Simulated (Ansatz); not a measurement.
The input, for Ansatz 0.2.0:

```yaml
crystal:
  periodic: [false, false, false]
  atoms:
    - {symbol: Zr, position_ang: [0.030654, -0.000260, 0.581383]}
    - {symbol: Si, position_ang: [-0.030229, 0.008114, -1.713771]}
    - {symbol: H, position_ang: [-0.748012, -1.177876, -0.850331]}
    - {symbol: H, position_ang: [-0.664903, 1.073987, -0.832117]}
    - {symbol: H, position_ang: [-0.519171, -0.098712, -3.182860]}
basis:
  gaussian: {orbitals: def2-SVP}
total_charge: 1
magnetization: {spin_polarized: false}
correlation: {method: ccsd, electrons: valence}
output: {forces: true}
```

```sh
$ ansatz run in.yaml --threads 1 --pin off --events-out ev --progress --plain --max-ram 2393MiB
```

Log:

```
652 factors; integrals over basis functions are off by at most 1.1e-3 eV
mean field evaluation 1: about -9159.8553 eV, gradient 2.8e1 eV
mean field evaluation 2: about -9159.8600 eV, gradient 2.8e1 eV
mean field evaluation 4: about -9163.0079 eV, gradient 3.2e0 eV
mean field evaluation 8: about -9163.3255 eV, gradient 2.5e-1 eV
mean field evaluation 16: about -9159.8555 eV, gradient 2.8e1 eV
mean field evaluation 32: about -9162.4555 eV, gradient 3.0e0 eV
mean field evaluation 64: about -9153.6376 eV, gradient 1.8e1 eV
mean field evaluation 96: about -9162.4802 eV, gradient 4.3e0 eV
mean field evaluation 128: about -9162.4003 eV, gradient 3.1e0 eV
mean field -9163.32795379 eV, -336.7460911752 hartree, gradient 2.2e-6 eV, S^2 0.000000; 2 other end points of the search recorded, 0 dependent functions left out; unrestricted orbitals would lower it
5 core orbitals not correlated: weight in the atoms' cores, before any rotation towards them, 1.000 or more for the frozen orbitals, at most 0.000 for the correlated occupied ones
reference -9163.32795379 eV, -336.7460911752 hartree; 9, 9 occupied and 50, 50 virtual orbitals, 652 factors
second order -8.48046312 eV of doubles, -0.00000000 eV of singles
cycle   1  -8.90344500 eV  change   -4.2e-1 eV  update   1.1e-1
...
cycle  16  -9.40124956 eV  change   -4.2e-5 eV  update   5.4e-5
cycle  17  -9.40129406 eV  change   -4.4e-5 eV  update   2.8e-5
cycle  18  -9.40130989 eV  change   -1.6e-5 eV  update   1.6e-5
cycle  19  -9.40131126 eV  change   -1.4e-6 eV  update   1.1e-5
cycle  20  -9.40130326 eV  change    8.0e-6 eV  update   6.9e-6
cycle  21  -9.40129822 eV  change    5.0e-6 eV  update   4.0e-6
cycle  22  -9.40129730 eV  change    9.2e-7 eV  update   2.5e-6
cycle  23  -9.40129861 eV  change   -1.3e-6 eV  update   1.7e-6
cycle  24  -9.40129887 eV  change   -2.6e-7 eV  update   1.1e-6
cycle  25  -9.40129913 eV  change   -2.5e-7 eV  update   8.6e-7
the calculation of the forces begins
Total energy: -9172.72925292 eV, -337.0915825456 hartree
Atom 0 at     0.030654    -0.000260     0.581383 Å, force     0.192986    -0.366758     0.883841 eV/Å
Atom 1 at    -0.030229     0.008114    -1.713771 Å, force     0.416367    -1.200803    -2.449732 eV/Å
Atom 2 at    -0.748012    -1.177876    -0.850331 Å, force     0.009421     0.357905     0.125672 eV/Å
Atom 3 at    -0.664903     1.073987    -0.832117 Å, force    -0.903702     0.931690     0.162560 eV/Å
Atom 4 at    -0.519171    -0.098712    -3.182860 Å, force     0.284928     0.277966     1.277660 eV/Å
Dipole moment:     0.039904     0.031732     0.524951 e Å
```

Forces (eV/Å):
```
Zr   0.193 -0.367  0.884
Si   0.416 -1.201 -2.450
H    0.009  0.358  0.126
H   -0.904  0.932  0.163
H    0.285  0.278  1.278
```

Ran on 1 thread of AMD EPYC 7B13, shared host: 7.5 s wall, 0.19 GiB peak host memory.
